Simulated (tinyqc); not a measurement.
Worked calculation (part 1 of 2): UHF in the sto-3g basis, for H2O, spin multiplicity 3. This run ends on a higher stationary point, not on the lowest solution. Computed by tinyqc, a small Python program that keeps every step (integrals from PySCF). Settings: charge = 0, multiplicity = 3, basis = sto-3g, energy threshold = 1e-08, iteration cap = 71, orthogonalisation = symmetric, start = Wolfsberg-Helmholz matrix, DIIS depth = 6, method = UHF. Command: `OMP_NUM_THREADS=1 python tinyqc.py 25605 25606 out.jsonl` (the two numbers bound the seeds that draw the settings). One thread of a shared host (Intel(R) Xeon(R) Processor @ 2.60GHz), about 0.2 s of CPU time with the checks. Later iterations appear only in the table of the cycle.

## One-electron integrals

Geometry (angstrom):
```
atom         x          y         z
O     0.000000   0.000000  0.000000
H     0.000000   0.765000  0.616000
H     0.000000  -0.765000  0.616000
```

Basis sto-3g: exponents (1/bohr^2) and contraction coefficients of normalised primitives:
```
element  l (shell)    exponent  coefficient
O            s (1)  130.709320     0.154329
O            s (1)   23.808861     0.535328
O            s (1)    6.443608     0.444635
O            s (2)    5.033151    -0.099967
O            s (2)    1.169596     0.399513
O            s (2)    0.380389     0.700115
O            p (3)    5.033151     0.155916
O            p (3)    1.169596     0.607684
O            p (3)    0.380389     0.391957
H            s (1)    3.425251     0.154329
H            s (1)    0.623914     0.535328
H            s (1)    0.168855     0.444635
```

Overlap, kinetic and nuclear-attraction integrals over the contracted functions; the nuclear repulsion is the sum of Za Zb / Rab.

nuclear repulsion = 8.96630388 hartree

overlap S, lower triangle:
```
           1O 1s     1O 2s    1O 2px     1O 2py    1O 2pz     2H 1s     3H 1s
1O 1s   1.000000
1O 2s   0.236704  1.000000
1O 2px  0.000000  0.000000  1.000000
1O 2py  0.000000  0.000000  0.000000   1.000000
1O 2pz  0.000000  0.000000  0.000000   0.000000  1.000000
2H 1s   0.050866  0.458556  0.000000   0.299584  0.241234  1.000000
3H 1s   0.050866  0.458556  0.000000  -0.299584  0.241234  0.245946  1.000000
```

kinetic energy T (hartree), lower triangle:
```
            1O 1s     1O 2s    1O 2px     1O 2py    1O 2pz     2H 1s     3H 1s
1O 1s   29.003200
1O 2s   -0.168011  0.808128
1O 2px   0.000000  0.000000  2.528731
1O 2py   0.000000  0.000000  0.000000   2.528731
1O 2pz   0.000000  0.000000  0.000000   0.000000  2.528731
2H 1s   -0.004130  0.116940  0.000000   0.206716  0.166453  0.760032
3H 1s   -0.004130  0.116940  0.000000  -0.206716  0.166453  0.007214  0.760032
```

nuclear attraction V (hartree), lower triangle:
```
             1O 1s       1O 2s     1O 2px      1O 2py      1O 2pz      2H 1s      3H 1s
1O 1s   -61.696009
1O 2s    -7.438141  -10.117294
1O 2px    0.000000    0.000000  -9.965393
1O 2py    0.000000    0.000000   0.000000  -10.108481
1O 2pz   -0.018494   -0.219447   0.000000    0.000000  -10.058170
2H 1s    -1.643367   -3.702017   0.000000   -2.146036   -1.798924  -5.739404
3H 1s    -1.643367   -3.702017   0.000000    2.146036   -1.798924  -1.549343  -5.739404
```

core Hamiltonian H = T + V (hartree), lower triangle:
```
             1O 1s      1O 2s     1O 2px     1O 2py     1O 2pz      2H 1s      3H 1s
1O 1s   -32.692810
1O 2s    -7.606152  -9.309166
1O 2px    0.000000   0.000000  -7.436662
1O 2py    0.000000   0.000000   0.000000  -7.579749
1O 2pz   -0.018494  -0.219447   0.000000   0.000000  -7.529439
2H 1s    -1.647496  -3.585078   0.000000  -1.939321  -1.632470  -4.979372
3H 1s    -1.647496  -3.585078   0.000000   1.939321  -1.632470  -1.542130  -4.979372
```

## Two-electron integrals

Functions are numbered as in S; the eight-fold symmetry (ij|kl) = (ji|kl) = (kl|ij) leaves the list below.

Two-electron integrals (ij|kl) in chemists' order, unique and non-zero (hartree):
```
(11|11) 4.785065    (21|11) 0.741380    (21|21) 0.136873    (22|11) 1.118947
(22|21) 0.256633    (22|22) 0.817206    (31|31) 0.024477    (32|31) 0.037809
(32|32) 0.180518    (33|11) 1.115814    (33|21) 0.256684    (33|22) 0.817023
(33|33) 0.880159    (41|41) 0.024477    (42|41) 0.037809    (42|42) 0.180518
(43|43) 0.047444    (44|11) 1.115814    (44|21) 0.256684    (44|22) 0.817023
(44|33) 0.785270    (44|44) 0.880159    (51|51) 0.024477    (52|51) 0.037809
(52|52) 0.180518    (53|53) 0.047444    (54|54) 0.047444    (55|11) 1.115814
(55|21) 0.256684    (55|22) 0.817023    (55|33) 0.785270    (55|44) 0.785270
(55|55) 0.880159    (61|11) 0.161771    (61|21) 0.029607    (61|22) 0.055133
(61|33) 0.055028    (61|41) 0.001063    (61|42) 0.001987    (61|44) 0.055224
(61|51) 0.000856    (61|52) 0.001600    (61|54) 0.000158    (61|55) 0.055155
(61|61) 0.006488    (62|11) 0.386544    (62|21) 0.089735    (62|22) 0.315550
(62|33) 0.310249    (62|41) 0.005237    (62|42) 0.039713    (62|44) 0.319716
(62|51) 0.004217    (62|52) 0.031978    (62|54) 0.007624    (62|55) 0.316387
(62|61) 0.019777    (62|62) 0.149812    (63|31) 0.009474    (63|32) 0.054842
(63|43) 0.008289    (63|53) 0.006674    (63|63) 0.021559    (64|11) 0.214467
(64|21) 0.050440    (64|22) 0.189423    (64|33) 0.180793    (64|41) 0.012059
(64|42) 0.077473    (64|44) 0.202892    (64|51) 0.002082    (64|52) 0.018223
(64|54) 0.011120    (64|55) 0.184373    (64|61) 0.011617    (64|62) 0.109234
(64|64) 0.100302    (65|11) 0.172695    (65|21) 0.040616    (65|22) 0.152529
(65|33) 0.145580    (65|41) 0.002082    (65|42) 0.018223    (65|44) 0.150026
(65|51) 0.011150    (65|52) 0.069516    (65|54) 0.011869    (65|55) 0.161811
(65|61) 0.009354    (65|62) 0.087958    (65|64) 0.063407    (65|65) 0.072616
(66|11) 0.520354    (66|21) 0.122764    (66|22) 0.494372    (66|33) 0.474290
(66|41) 0.009432    (66|42) 0.098009    (66|44) 0.510468    (66|51) 0.007595
(66|52) 0.078920    (66|54) 0.029132    (66|55) 0.497748    (66|61) 0.027311
(66|62) 0.293046    (66|64) 0.244014    (66|65) 0.196487    (66|66) 0.774606
(71|11) 0.161771    (71|21) 0.029607    (71|22) 0.055133    (71|33) 0.055028
(71|41) -0.001063   (71|42) -0.001987   (71|44) 0.055224    (71|51) 0.000856
(71|52) 0.001600    (71|54) -0.000158   (71|55) 0.055155    (71|61) 0.006390
(71|62) 0.019171    (71|64) 0.010272    (71|65) 0.009074    (71|66) 0.026173
(71|71) 0.006488    (72|11) 0.386544    (72|21) 0.089735    (72|22) 0.315550
(72|33) 0.310249    (72|41) -0.005237   (72|42) -0.039713   (72|44) 0.319716
(72|51) 0.004217    (72|52) 0.031978    (72|54) -0.007624   (72|55) 0.316387
(72|61) 0.019171    (72|62) 0.122549    (72|64) 0.061401    (72|65) 0.070014
(72|66) 0.198111    (72|71) 0.019777    (72|72) 0.149812    (73|31) 0.009474
(73|32) 0.054842    (73|43) -0.008289   (73|53) 0.006674    (73|63) 0.017088
(73|73) 0.021559    (74|11) -0.214467   (74|21) -0.050440   (74|22) -0.189423
(74|33) -0.180793   (74|41) 0.012059    (74|42) 0.077473    (74|44) -0.202892
(74|51) -0.002082   (74|52) -0.018223   (74|54) 0.011120    (74|55) -0.184373
(74|61) -0.010272   (74|62) -0.061401   (74|64) -0.014119   (74|65) -0.034274
(74|66) -0.087378   (74|71) -0.011617   (74|72) -0.109234   (74|74) 0.100302
(75|11) 0.172695    (75|21) 0.040616    (75|22) 0.152529    (75|33) 0.145580
(75|41) -0.002082   (75|42) -0.018223   (75|44) 0.150026    (75|51) 0.011150
(75|52) 0.069516    (75|54) -0.011869   (75|55) 0.161811    (75|61) 0.009074
(75|62) 0.070014    (75|64) 0.034274    (75|65) 0.056478    (75|66) 0.124168
(75|71) 0.009354    (75|72) 0.087958    (75|74) -0.063407   (75|75) 0.072616
(76|11) 0.153574    (76|21) 0.035979    (76|22) 0.137168    (76|33) 0.133933
(76|44) 0.136552    (76|51) 0.002661    (76|52) 0.023905    (76|55) 0.140870
(76|61) 0.007853    (76|62) 0.064718    (76|64) 0.040659    (76|65) 0.042711
(76|66) 0.130754    (76|71) 0.007853    (76|72) 0.064718    (76|74) -0.040659
(76|75) 0.042711    (76|76) 0.034107    (77|11) 0.520354    (77|21) 0.122764
(77|22) 0.494372    (77|33) 0.474290    (77|41) -0.009432   (77|42) -0.098009
(77|44) 0.510468    (77|51) 0.007595    (77|52) 0.078920    (77|54) -0.029132
(77|55) 0.497748    (77|61) 0.026173    (77|62) 0.198111    (77|64) 0.087378
(77|65) 0.124168    (77|66) 0.339681    (77|71) 0.027311    (77|72) 0.293046
(77|74) -0.244014   (77|75) 0.196487    (77|76) 0.130754    (77|77) 0.774606
```

## Orthogonalisation

S = U s U^T; symmetric (Loewdin) form X = U s^(-1/2) U^T, so that X^T S X = 1.

eigenvalues of S: 0.358465  0.435865  0.883993  1.000000  1.096621  1.318189  1.906866

X, lower triangle:
```
            1O 1s      1O 2s    1O 2px     1O 2py     1O 2pz      2H 1s     3H 1s
1O 1s    1.024100
1O 2s   -0.142095   1.227889
1O 2px   0.000000   0.000000  1.000000
1O 2py   0.000000   0.000000  0.000000   1.103123
1O 2pz  -0.009953   0.106104  0.000000   0.000000   1.054662
2H 1s    0.021451  -0.280787  0.000000  -0.218563  -0.145146   1.194413
3H 1s    0.021451  -0.280787  0.000000   0.218563  -0.145146  -0.088141  1.194413
```

## Starting guess

The start is the generalised Wolfsberg-Helmholz matrix (K = 1.75) built on H; D(s) = C_occ C_occ^T for each spin.

D(alpha) at the start, lower triangle:
```
            1O 1s      1O 2s    1O 2px     1O 2py    1O 2pz      2H 1s     3H 1s
1O 1s    1.030912
1O 2s   -0.123129   0.568706
1O 2px   0.000000   0.000000  1.000000
1O 2py   0.000000   0.000000  0.000000   1.312419
1O 2pz   0.057779  -0.210962  0.000000   0.000000  0.911069
2H 1s   -0.070937   0.174946  0.000000  -0.521422  0.059680   0.943905
3H 1s   -0.070937   0.174946  0.000000   0.521422  0.059680  -0.796580  0.943905
```

D(beta) at the start, lower triangle:
```
            1O 1s      1O 2s    1O 2px     1O 2py    1O 2pz     2H 1s     3H 1s
1O 1s    1.030912
1O 2s   -0.123129   0.568706
1O 2px   0.000000   0.000000  0.000000
1O 2py   0.000000   0.000000  0.000000   0.696345
1O 2pz   0.057779  -0.210962  0.000000   0.000000  0.911069
2H 1s   -0.070937   0.174946  0.000000   0.188904  0.059680  0.124909
3H 1s   -0.070937   0.174946  0.000000  -0.188904  0.059680  0.022417  0.124909
```

## Iteration 1: building the Fock matrix

J_ij = sum D_kl (ij|kl) with D = D(alpha) + D(beta), K_ij = sum D_kl (ik|jl) for each spin; F = H + J - K(s); E = tr D H + tr D J / 2 - 0.5 sum_s tr D(s) K(s) + E_nn.

Coulomb J (hartree), lower triangle:
```
            1O 1s     1O 2s    1O 2px     1O 2py    1O 2pz     2H 1s     3H 1s
1O 1s   17.284833
1O 2s    3.260903  8.132757
1O 2px   0.000000  0.000000  8.030440
1O 2py   0.000000  0.000000  0.000000   8.185309
1O 2pz  -0.006161  0.040895  0.000000   0.000000  8.159363
2H 1s    0.705427  3.143200  0.000000   1.893878  1.543019  5.089746
3H 1s    0.705427  3.143200  0.000000  -1.893878  1.543019  1.379427  5.089746
```

exchange K(alpha) (hartree), lower triangle:
```
           1O 1s      1O 2s    1O 2px     1O 2py    1O 2pz     2H 1s     3H 1s
1O 1s   4.882023
1O 2s   0.869095   1.332291
1O 2px  0.000000   0.000000  1.137707
1O 2py  0.000000   0.000000  0.000000   1.206516
1O 2pz  0.002689  -0.061619  0.000000   0.000000  1.136644
2H 1s   0.190637   0.587468  0.000000   0.305611  0.261337  0.762051
3H 1s   0.190637   0.587468  0.000000  -0.305611  0.261337  0.197942  0.762051
```

exchange K(beta) (hartree), lower triangle:
```
           1O 1s      1O 2s    1O 2px     1O 2py    1O 2pz     2H 1s     3H 1s
1O 1s   4.845325
1O 2s   0.817264   1.108740
1O 2px  0.000000   0.000000  0.244546
1O 2py  0.000000   0.000000  0.000000   1.005885
1O 2pz  0.005411  -0.054293  0.000000   0.000000  1.067259
2H 1s   0.180458   0.510741  0.000000   0.314394  0.229970  0.519436
3H 1s   0.180458   0.510741  0.000000  -0.314394  0.229970  0.215138  0.519436
```

F(alpha) (hartree), lower triangle:
```
             1O 1s      1O 2s     1O 2px     1O 2py     1O 2pz      2H 1s      3H 1s
1O 1s   -20.289999
1O 2s    -5.214343  -2.508701
1O 2px    0.000000   0.000000  -0.543929
1O 2py    0.000000   0.000000   0.000000  -0.600956
1O 2pz   -0.027344  -0.116932   0.000000   0.000000  -0.506720
2H 1s    -1.132706  -1.029347   0.000000  -0.351053  -0.350788  -0.651677
3H 1s    -1.132706  -1.029347   0.000000   0.351053  -0.350788  -0.360645  -0.651677
```

F(beta) (hartree), lower triangle:
```
             1O 1s      1O 2s    1O 2px     1O 2py     1O 2pz      2H 1s      3H 1s
1O 1s   -20.253302
1O 2s    -5.162512  -2.285149
1O 2px    0.000000   0.000000  0.349232
1O 2py    0.000000   0.000000  0.000000  -0.400325
1O 2pz   -0.030066  -0.124259  0.000000   0.000000  -0.437335
2H 1s    -1.122527  -0.952619  0.000000  -0.359836  -0.319421  -0.409063
3H 1s    -1.122527  -0.952619  0.000000   0.359836  -0.319421  -0.377841  -0.409063
```

total energy of this density = -74.31101127 hartree

## Iteration 1: diagonalisation and new density

Diagonalise F' = X^T F X, C = X C', fill 6 alpha and 4 beta electrons from the bottom; D(s) = C_occ C_occ^T. Each column has its largest component positive (the first on a tie).

F' = X^T F X (alpha) (hartree), lower triangle:
```
            1          2          3          4          5          6          7
1  -19.900274
2   -2.740605  -1.286879
3    0.000000   0.000000  -0.543929
4    0.000000   0.000000   0.000000  -0.420538
5   -0.056398   0.092720   0.000000   0.000000  -0.379462
6   -0.158008  -0.511267   0.000000  -0.303740  -0.280741  -0.156689
7   -0.158008  -0.511267   0.000000   0.303740  -0.280741  -0.014169  -0.156689
```

orbital energies (alpha) (hartree): MO1 -20.300760, MO2 -1.319471, MO3 -0.733015, MO4 -0.552318, MO5 -0.543929, MO6 0.169957, MO7 0.435078

coefficients C (alpha):
```
              MO1        MO2        MO3        MO4       MO5        MO6        MO7
1O 1s    0.993515  -0.232575   0.000000   0.092405  0.000000   0.000000  -0.142438
1O 2s    0.029103   0.825948   0.000000  -0.451731  0.000000   0.000000   0.899858
1O 2px   0.000000   0.000000   0.000000   0.000000  1.000000   0.000000   0.000000
1O 2py   0.000000   0.000000   0.710232   0.000000  0.000000   0.898883   0.000000
1O 2pz   0.004619   0.124505   0.000000   0.839033  0.000000   0.000000   0.668060
2H 1s   -0.006693   0.168855   0.356752   0.203524  0.000000  -0.861957  -0.801442
3H 1s   -0.006693   0.168855  -0.356752   0.203524  0.000000   0.861957  -0.801442
```

F' = X^T F X (beta) (hartree), lower triangle:
```
            1          2         3          4          5          6         7
1  -19.872176
2   -2.717049  -1.040603
3    0.000000   0.000000  0.349232
4    0.000000   0.000000  0.000000  -0.143101
5   -0.056411   0.086473  0.000000   0.000000  -0.315833
6   -0.159647  -0.533809  0.000000  -0.438208  -0.278742   0.170086
7   -0.159647  -0.533809  0.000000   0.438208  -0.278742  -0.143784  0.170086
```

orbital energies (beta) (hartree): MO1 -20.261834, MO2 -1.130006, MO3 -0.575114, MO4 -0.447660, MO5 0.349232, MO6 0.637190, MO7 0.745884

coefficients C (beta):
```
              MO1        MO2        MO3        MO4       MO5        MO6        MO7
1O 1s    0.994288  -0.224871   0.000000   0.091908  0.000000  -0.149560   0.000000
1O 2s    0.025727   0.797407   0.000000  -0.426131  0.000000   0.937409   0.000000
1O 2px   0.000000   0.000000   0.000000   0.000000  1.000000   0.000000   0.000000
1O 2py   0.000000   0.000000   0.728178   0.000000  0.000000   0.000000   0.884408
1O 2pz   0.004366   0.158180   0.000000   0.876367  0.000000   0.610527   0.000000
2H 1s   -0.005851   0.184116   0.339333   0.140083  0.000000  -0.811623  -0.868962
3H 1s   -0.005851   0.184116  -0.339333   0.140083  0.000000  -0.811623   0.868962
```

D(alpha) after iteration 1, lower triangle:
```
            1O 1s      1O 2s    1O 2px     1O 2py    1O 2pz      2H 1s     3H 1s
1O 1s    1.049702
1O 2s   -0.204923   0.887098
1O 2px   0.000000   0.000000  1.000000
1O 2py   0.000000   0.000000  0.000000   1.312419
1O 2pz   0.053163  -0.276048  0.000000   0.000000  0.719499
2H 1s   -0.027115   0.047333  0.000000  -0.521422  0.191755   0.940221
3H 1s   -0.027115   0.047333  0.000000   0.521422  0.191755  -0.800264  0.940221
```

D(beta) after iteration 1, lower triangle:
```
            1O 1s      1O 2s    1O 2px     1O 2py    1O 2pz      2H 1s     3H 1s
1O 1s    1.047623
1O 2s   -0.192899   0.818108
1O 2px   0.000000   0.000000  0.000000
1O 2py   0.000000   0.000000  0.000000   0.530243
1O 2pz   0.049316  -0.247202  0.000000   0.000000  0.793060
2H 1s   -0.034345   0.086971  0.000000   0.247095  0.151862   0.168703
3H 1s   -0.034345   0.086971  0.000000  -0.247095  0.151862  -0.061591  0.168703
```

## Iteration 2: building the Fock matrix

As before.

Coulomb J (hartree), lower triangle:
```
            1O 1s     1O 2s    1O 2px     1O 2py    1O 2pz     2H 1s     3H 1s
1O 1s   17.272878
1O 2s    3.253201  8.112186
1O 2px   0.000000  0.000000  8.019994
1O 2py   0.000000  0.000000  0.000000   8.162576
1O 2pz  -0.007196  0.045000  0.000000   0.000000  8.130347
2H 1s    0.703764  3.139136  0.000000   1.892465  1.543540  5.097610
3H 1s    0.703764  3.139136  0.000000  -1.892465  1.543540  1.379650  5.097610
```

exchange K(alpha) (hartree), lower triangle:
```
           1O 1s      1O 2s    1O 2px     1O 2py    1O 2pz     2H 1s     3H 1s
1O 1s   4.903147
1O 2s   0.855522   1.388035
1O 2px  0.000000   0.000000  1.157276
1O 2py  0.000000   0.000000  0.000000   1.216985
1O 2pz  0.000072  -0.070293  0.000000   0.000000  1.070786
2H 1s   0.190756   0.576596  0.000000   0.302697  0.282513  0.752202
3H 1s   0.190756   0.576596  0.000000  -0.302697  0.282513  0.191570  0.752202
```

exchange K(beta) (hartree), lower triangle:
```
           1O 1s      1O 2s    1O 2px     1O 2py    1O 2pz     2H 1s     3H 1s
1O 1s   4.862336
1O 2s   0.800688   1.143401
1O 2px  0.000000   0.000000  0.256717
1O 2py  0.000000   0.000000  0.000000   0.931230
1O 2pz  0.002141  -0.052023  0.000000   0.000000  1.032134
2H 1s   0.179786   0.505541  0.000000   0.321937  0.250787  0.543225
3H 1s   0.179786   0.505541  0.000000  -0.321937  0.250787  0.195212  0.543225
```

F(alpha) (hartree), lower triangle:
```
             1O 1s      1O 2s     1O 2px     1O 2py     1O 2pz      2H 1s      3H 1s
1O 1s   -20.323079
1O 2s    -5.208473  -2.585015
1O 2px    0.000000   0.000000  -0.573944
1O 2py    0.000000   0.000000   0.000000  -0.634159
1O 2pz   -0.025762  -0.104153   0.000000   0.000000  -0.469878
2H 1s    -1.134488  -1.022537   0.000000  -0.349552  -0.371444  -0.633965
3H 1s    -1.134488  -1.022537   0.000000   0.349552  -0.371444  -0.354049  -0.633965
```

F(beta) (hartree), lower triangle:
```
             1O 1s      1O 2s    1O 2px     1O 2py     1O 2pz      2H 1s      3H 1s
1O 1s   -20.282268
1O 2s    -5.153638  -2.340381
1O 2px    0.000000   0.000000  0.326615
1O 2py    0.000000   0.000000  0.000000  -0.348404
1O 2pz   -0.027831  -0.122423  0.000000   0.000000  -0.431226
2H 1s    -1.123518  -0.951482  0.000000  -0.368792  -0.339717  -0.424987
3H 1s    -1.123518  -0.951482  0.000000   0.368792  -0.339717  -0.357691  -0.424987
```

total energy of this density = -74.48449045 hartree
